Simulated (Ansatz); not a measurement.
Ansatz (an electronic-structure program) input (B3LYP-D3(BJ)/def2-TZVP):

Ansatz 0.2 input:
```yaml
crystal:
  periodic: [false, false, false]
  atoms:
    - {symbol: C, position_ang: [0.69937568, 1.82728426, 0.00054562]}
    - {symbol: C, position_ang: [0.70156397, 0.30144699, 0.00086227]}
    - {symbol: C, position_ang: [-0.70156397, -0.30144699, -0.00086227]}
    - {symbol: C, position_ang: [-0.69937568, -1.82728426, -0.00054562]}
    - {symbol: H, position_ang: [1.71402131, 2.22985319, 0.00179956]}
    - {symbol: H, position_ang: [-1.71402131, -2.22985319, -0.00179956]}
    - {symbol: H, position_ang: [0.18459666, 2.21933891, 0.88117291]}
    - {symbol: H, position_ang: [0.18691897, 2.21897643, -0.88159613]}
    - {symbol: H, position_ang: [-0.18691897, -2.21897643, 0.88159613]}
    - {symbol: H, position_ang: [-0.18459666, -2.21933891, -0.88117291]}
    - {symbol: H, position_ang: [1.25015028, -0.06514793, -0.87321431]}
    - {symbol: H, position_ang: [1.24784513, -0.06478813, 0.87653194]}
    - {symbol: H, position_ang: [-1.24784513, 0.06478813, -0.87653194]}
    - {symbol: H, position_ang: [-1.25015028, 0.06514793, 0.87321431]}
basis:
  gaussian:
    orbitals: def2-TZVP
hamiltonian:
  xc: b3lyp
  dispersion: d3bj
phonons: {temperatures: {t_min: 298.15, t_max: 298.15, t_step: 100}}
```

Output:

```
Functional definition: B3LYP
integrals: 0.09 GiB planned
1160 factors; their error is unknown
mean field: 0.86 GiB planned
mean field evaluation 1: about -4300.0622 eV, gradient 7.5e1 eV
mean field evaluation 2: about -4289.7243 eV, gradient 9.6e1 eV
mean field evaluation 4: about -4313.5462 eV, gradient 4.5e0 eV
mean field evaluation 8: about -4313.5611 eV, gradient 6.3e-2 eV
mean field evaluation 16: about -4313.5611 eV, gradient 6.5e-6 eV
mean field -4313.56107767 eV, -158.5204457677 hartree, gradient 6.5e-6 eV, S^2 0.000000; 0 other end points of the search recorded, 0 dependent functions left out
the calculation of the forces begins
reference -4313.56137614 eV, -158.5204567363 hartree; 17, 17 occupied and 167, 167 virtual orbitals, 1160 factors
these checks for a lower state are left out or cut short: stability, starts, cluster_reference, orbital_swaps, neighbouring_geometries, increment
integrals: 0.09 GiB planned
1160 factors; their error is unknown
mean field: 0.87 GiB planned
mean field -4313.56092734 eV, -158.5204402430 hartree, gradient 1.8e-6 eV, S^2 0.000000; 0 other end points of the search recorded, 0 dependent functions left out
the calculation of the forces begins
reference -4313.56122579 eV, -158.5204512108 hartree; 17, 17 occupied and 167, 167 virtual orbitals, 1160 factors
these checks for a lower state are left out or cut short: stability, starts, cluster_reference, orbital_swaps, neighbouring_geometries, increment
integrals: 0.09 GiB planned
1160 factors; their error is unknown
mean field: 0.87 GiB planned
mean field evaluation 32: about -4313.5609 eV, gradient 1.8e-6 eV
mean field -4313.56088351 eV, -158.5204386326 hartree, gradient 1.8e-6 eV, S^2 0.000000; 0 other end points of the search recorded, 0 dependent functions left out
the calculation of the forces begins
reference -4313.56118201 eV, -158.5204496019 hartree; 17, 17 occupied and 167, 167 virtual orbitals, 1160 factors
these checks for a lower state are left out or cut short: stability, starts, cluster_reference, orbital_swaps, neighbouring_geometries, increment
integrals: 0.09 GiB planned
1160 factors; their error is unknown
mean field: 0.87 GiB planned
mean field -4313.56095382 eV, -158.5204412161 hartree, gradient 1.8e-6 eV, S^2 0.000000; 0 other end points of the search recorded, 0 dependent functions left out
the calculation of the forces begins
reference -4313.56125222 eV, -158.5204521823 hartree; 17, 17 occupied and 167, 167 virtual orbitals, 1160 factors
these checks for a lower state are left out or cut short: stability, starts, cluster_reference, orbital_swaps, neighbouring_geometries, increment
integrals: 0.09 GiB planned
1160 factors; their error is unknown
mean field: 0.86 GiB planned
mean field -4313.56089077 eV, -158.5204388992 hartree, gradient 1.8e-6 eV, S^2 0.000000; 0 other end points of the search recorded, 0 dependent functions left out
the calculation of the forces begins
reference -4313.56118931 eV, -158.5204498702 hartree; 17, 17 occupied and 167, 167 virtual orbitals, 1160 factors
these checks for a lower state are left out or cut short: stability, starts, cluster_reference, orbital_swaps, neighbouring_geometries, increment
integrals: 0.09 GiB planned
1160 factors; their error is unknown
mean field: 0.87 GiB planned
mean field -4313.56094907 eV, -158.5204410417 hartree, gradient 1.8e-6 eV, S^2 0.000000; 0 other end points of the search recorded, 0 dependent functions left out
the calculation of the forces begins
reference -4313.56124750 eV, -158.5204520088 hartree; 17, 17 occupied and 167, 167 virtual orbitals, 1160 factors
these checks for a lower state are left out or cut short: stability, starts, cluster_reference, orbital_swaps, neighbouring_geometries, increment
integrals: 0.09 GiB planned
[...]
mean field -4313.56107242 eV, -158.5204455746 hartree, gradient 1.8e-6 eV, S^2 0.000000; 0 other end points of the search recorded, 0 dependent functions left out
the calculation of the forces begins
reference -4313.56137091 eV, -158.5204565441 hartree; 17, 17 occupied and 167, 167 virtual orbitals, 1160 factors
these checks for a lower state are left out or cut short: stability, starts, cluster_reference, orbital_swaps, neighbouring_geometries, increment
integrals: 0.09 GiB planned
1160 factors; their error is unknown
mean field: 0.86 GiB planned
mean field -4313.56104229 eV, -158.5204444673 hartree, gradient 1.8e-6 eV, S^2 0.000000; 0 other end points of the search recorded, 0 dependent functions left out
the calculation of the forces begins
reference -4313.56134073 eV, -158.5204554351 hartree; 17, 17 occupied and 167, 167 virtual orbitals, 1160 factors
these checks for a lower state are left out or cut short: stability, starts, cluster_reference, orbital_swaps, neighbouring_geometries, increment
integrals: 0.09 GiB planned
1160 factors; their error is unknown
mean field: 0.87 GiB planned
mean field -4313.56104877 eV, -158.5204447055 hartree, gradient 1.8e-6 eV, S^2 0.000000; 0 other end points of the search recorded, 0 dependent functions left out
the calculation of the forces begins
reference -4313.56134723 eV, -158.5204556740 hartree; 17, 17 occupied and 167, 167 virtual orbitals, 1160 factors
these checks for a lower state are left out or cut short: stability, starts, cluster_reference, orbital_swaps, neighbouring_geometries, increment
integrals: 0.09 GiB planned
1160 factors; their error is unknown
mean field: 0.86 GiB planned
mean field -4313.56103981 eV, -158.5204443763 hartree, gradient 1.8e-6 eV, S^2 0.000000; 0 other end points of the search recorded, 0 dependent functions left out
the calculation of the forces begins
reference -4313.56133829 eV, -158.5204553451 hartree; 17, 17 occupied and 167, 167 virtual orbitals, 1160 factors
these checks for a lower state are left out or cut short: stability, starts, cluster_reference, orbital_swaps, neighbouring_geometries, increment
integrals: 0.09 GiB planned
1160 factors; their error is unknown
mean field: 0.87 GiB planned
mean field -4313.56108173 eV, -158.5204459169 hartree, gradient 1.8e-6 eV, S^2 0.000000; 0 other end points of the search recorded, 0 dependent functions left out
the calculation of the forces begins
reference -4313.56138024 eV, -158.5204568869 hartree; 17, 17 occupied and 167, 167 virtual orbitals, 1160 factors
these checks for a lower state are left out or cut short: stability, starts, cluster_reference, orbital_swaps, neighbouring_geometries, increment
integrals: 0.09 GiB planned
1160 factors; their error is unknown
mean field: 0.86 GiB planned
mean field evaluation 128: about -4313.5909 eV, gradient 6.0e-1 eV
mean field -4313.56102128 eV, -158.5204436953 hartree, gradient 1.8e-6 eV, S^2 0.000000; 0 other end points of the search recorded, 0 dependent functions left out
the calculation of the forces begins
reference -4313.56131971 eV, -158.5204546625 hartree; 17, 17 occupied and 167, 167 virtual orbitals, 1160 factors
these checks for a lower state are left out or cut short: stability, starts, cluster_reference, orbital_swaps, neighbouring_geometries, increment
integrals: 0.09 GiB planned
1160 factors; their error is unknown
mean field: 0.86 GiB planned
mean field -4313.56101768 eV, -158.5204435630 hartree, gradient 1.8e-6 eV, S^2 0.000000; 0 other end points of the search recorded, 0 dependent functions left out
the calculation of the forces begins
reference -4313.56131618 eV, -158.5204545329 hartree; 17, 17 occupied and 167, 167 virtual orbitals, 1160 factors
these checks for a lower state are left out or cut short: stability, starts, cluster_reference, orbital_swaps, neighbouring_geometries, increment
integrals: 0.09 GiB planned
1160 factors; their error is unknown
mean field: 0.87 GiB planned
mean field -4313.56099557 eV, -158.5204427506 hartree, gradient 1.8e-6 eV, S^2 0.000000; 0 other end points of the search recorded, 0 dependent functions left out
the calculation of the forces begins
reference -4313.56129401 eV, -158.5204537179 hartree; 17, 17 occupied and 167, 167 virtual orbitals, 1160 factors
these checks for a lower state are left out or cut short: stability, starts, cluster_reference, orbital_swaps, neighbouring_geometries, increment
integrals: 0.09 GiB planned
1160 factors; their error is unknown
mean field: 0.86 GiB planned
mean field -4313.56106784 eV, -158.5204454064 hartree, gradient 1.8e-6 eV, S^2 0.000000; 0 other end points of the search recorded, 0 dependent functions left out
the calculation of the forces begins
reference -4313.56136634 eV, -158.5204563762 hartree; 17, 17 occupied and 167, 167 virtual orbitals, 1160 factors
these checks for a lower state are left out or cut short: stability, starts, cluster_reference, orbital_swaps, neighbouring_geometries, increment
integrals: 0.09 GiB planned
1160 factors; their error is unknown
mean field: 0.87 GiB planned
mean field evaluation 160: about -4313.5610 eV, gradient 8.3e-3 eV
mean field -4313.56101502 eV, -158.5204434654 hartree, gradient 1.8e-6 eV, S^2 0.000000; 0 other end points of the search recorded, 0 dependent functions left out
the calculation of the forces begins
reference -4313.56131346 eV, -158.5204544329 hartree; 17, 17 occupied and 167, 167 virtual orbitals, 1160 factors
these checks for a lower state are left out or cut short: stability, starts, cluster_reference, orbital_swaps, neighbouring_geometries, increment
integrals: 0.09 GiB planned
1160 factors; their error is unknown
mean field: 0.86 GiB planned
mean field -4313.56105295 eV, -158.5204448593 hartree, gradient 1.8e-6 eV, S^2 0.000000; 0 other end points of the search recorded, 0 dependent functions left out
the calculation of the forces begins
reference -4313.56135141 eV, -158.5204558274 hartree; 17, 17 occupied and 167, 167 virtual orbitals, 1160 factors
these checks for a lower state are left out or cut short: stability, starts, cluster_reference, orbital_swaps, neighbouring_geometries, increment
integrals: 0.09 GiB planned
1160 factors; their error is unknown
mean field: 0.87 GiB planned
mean field -4313.56105138 eV, -158.5204448017 hartree, gradient 1.8e-6 eV, S^2 0.000000; 0 other end points of the search recorded, 0 dependent functions left out
the calculation of the forces begins
reference -4313.56134987 eV, -158.5204557708 hartree; 17, 17 occupied and 167, 167 virtual orbitals, 1160 factors
these checks for a lower state are left out or cut short: stability, starts, cluster_reference, orbital_swaps, neighbouring_geometries, increment
integrals: 0.09 GiB planned
1160 factors; their error is unknown
mean field: 0.86 GiB planned
mean field -4313.56099325 eV, -158.5204426654 hartree, gradient 1.8e-6 eV, S^2 0.000000; 0 other end points of the search recorded, 0 dependent functions left out
the calculation of the forces begins
reference -4313.56129169 eV, -158.5204536327 hartree; 17, 17 occupied and 167, 167 virtual orbitals, 1160 factors
these checks for a lower state are left out or cut short: stability, starts, cluster_reference, orbital_swaps, neighbouring_geometries, increment
integrals: 0.09 GiB planned
1160 factors; their error is unknown
mean field: 0.87 GiB planned
mean field -4313.56102404 eV, -158.5204437966 hartree, gradient 1.8e-6 eV, S^2 0.000000; 0 other end points of the search recorded, 0 dependent functions left out
the calculation of the forces begins
reference -4313.56132254 eV, -158.5204547666 hartree; 17, 17 occupied and 167, 167 virtual orbitals, 1160 factors
Total energy: -4313.95888615 eV, -158.5350649595 hartree
Atom 0 at     0.699376     1.827284     0.000546 Å, force     0.000156     0.000062     0.000000 eV/Å
Atom 1 at     0.701564     0.301447     0.000862 Å, force     0.000072     0.000457     0.000000 eV/Å
Atom 2 at    -0.701564    -0.301447    -0.000862 Å, force    -0.000072    -0.000457    -0.000000 eV/Å
Atom 3 at    -0.699376    -1.827284    -0.000546 Å, force    -0.000156    -0.000062    -0.000000 eV/Å
Atom 4 at     1.714021     2.229853     0.001800 Å, force    -0.000120    -0.000048    -0.000000 eV/Å
Atom 5 at    -1.714021    -2.229853    -0.001800 Å, force     0.000120     0.000048     0.000000 eV/Å
Atom 6 at     0.184597     2.219339     0.881173 Å, force    -0.000015    -0.000028    -0.000014 eV/Å
Atom 7 at     0.186919     2.218976    -0.881596 Å, force    -0.000015    -0.000028     0.000014 eV/Å
Atom 8 at    -0.186919    -2.218976     0.881596 Å, force     0.000015     0.000028    -0.000014 eV/Å
Atom 9 at    -0.184597    -2.219339    -0.881173 Å, force     0.000015     0.000028     0.000014 eV/Å
Atom 10 at     1.250150    -0.065148    -0.873214 Å, force     0.000057    -0.000122    -0.000097 eV/Å
Atom 11 at     1.247845    -0.064788     0.876532 Å, force     0.000057    -0.000122     0.000097 eV/Å
Atom 12 at    -1.247845     0.064788    -0.876532 Å, force    -0.000057     0.000122    -0.000097 eV/Å
Atom 13 at    -1.250150     0.065148     0.873214 Å, force    -0.000057     0.000122     0.000097 eV/Å
Dipole moment:     0.000000     0.000000     0.000000 e Å
Vibrations: 118.73 222.51 259.24 261.09 427.32 740.05 815.67 843.99 966.43 983.50 1020.52 1067.82 1172.48 1213.01 1292.92 1329.51 1334.98 1397.25 1413.58 1415.53 1488.21 1491.71 1498.84 1500.31 1504.98 1513.10 3004.91 3013.48 3021.46 3024.96 3025.28 3044.74 3080.95 3085.25 3088.83 3089.72 cm⁻¹, zero-point energy 3.581461 eV
```
